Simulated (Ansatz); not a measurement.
# CH3AlF: the cost of one run

Program: Ansatz 0.2.0. Level of theory: UKS PBE-D4/6-31G. These are calculated values, not measurements.

## Step 1: The structure to begin with

Bond lengths: F1–C2 1.351 Å, C2–Al3 1.967 Å, C2–H4 1.099 Å, Al3–H5 1.543 Å, Al3–H6 1.546 Å. Angles: F1–C2–Al3 124.2°, F1–C2–H4 107.6°, Al3–C2–H4 128.1°, C2–Al3–H5 118.5°, C2–Al3–H6 124.4°, H5–Al3–H6 117.1°.

Structure file:

```xyz
6

F    -1.1912   -1.5744    0.6464
C    -0.1093   -1.0046    0.0728
Al    0.1769    0.9371   -0.0648
H     0.5143   -1.8125   -0.3348
H     0.7949    1.5010   -1.3618
H    -0.1857    1.9535    1.0422
```

## Step 2: Relaxing end A

input.yaml reads:

```yaml
crystal:
  periodic: [false, false, false]
  atoms:
    - { symbol: F, position_ang: [-1.19116, -1.57439, 0.64643] }
    - { symbol: C, position_ang: [-0.10929, -1.00459, 0.07284] }
    - { symbol: Al, position_ang: [0.17695, 0.93705, -0.06478] }
    - { symbol: H, position_ang: [0.51432, -1.81253, -0.33485] }
    - { symbol: H, position_ang: [0.79487, 1.50101, -1.36182] }
    - { symbol: H, position_ang: [-0.18569, 1.95346, 1.04218] }
magnetization:
  spin_polarized: true
  initial_magnetization: 1
basis:
  gaussian: { orbitals: "6-31G" }
hamiltonian:
  xc: pbe
  dispersion: d4
relax:
  f_tol: 0.02
  max_steps: 50
```

On the command line:

```bash
ansatz run input.yaml --threads 1 --pin off --max-ram 2048MiB --backend cpu --events-out ev --progress --plain --runs-dir out
```

Q: Estimate wall time and peak memory on 1 thread of Arm Neoverse V1, shared host.

About 14 s, with a peak of 0.13 GiB.
